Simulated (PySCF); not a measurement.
Mapped SMILES: `[CH3:1][CH2:2][NH:3][CH3:4]`; H(Xn) means a hydrogen on atom n.

GIAO PBE0/pcSseg-1 shifts (PySCF 2.14.0 with density-fitted response routines, gas phase, non-relativistic, equivalent atoms averaged), each against references optimised in the same way as the molecule (TMS, NH3).

On the GFN2-xTB geometry: C2 51.6, C4 40.3, C1 18.3, N3 53.1, H(C4) 2.63, H(C2) 2.59, H(C1) 1.18, H(N3) -0.46 ppm.

What changes on the PBE0-D3(BJ)/def2-SVP geometry?

Answers


```
atoms  δ (ppm)  change
   C2     48.8    -2.8
   C4     38.6    -1.7
   C1     17.9    -0.4
   N3     48.8    -4.3
H(C4)     2.44   -0.19
H(C2)     2.35   -0.24
H(C1)     1.11   -0.07
H(N3)    -0.79   -0.33
```

Bonds between heavy atoms that differ most (equivalent bonds averaged): C2–N3 1.451 → 1.443 Å, N3–C4 1.447 → 1.439 Å, C1–C2 1.522 → 1.516 Å. Mean change of bonds to hydrogen: C–H +0.012 Å, N–H +0.001 Å.
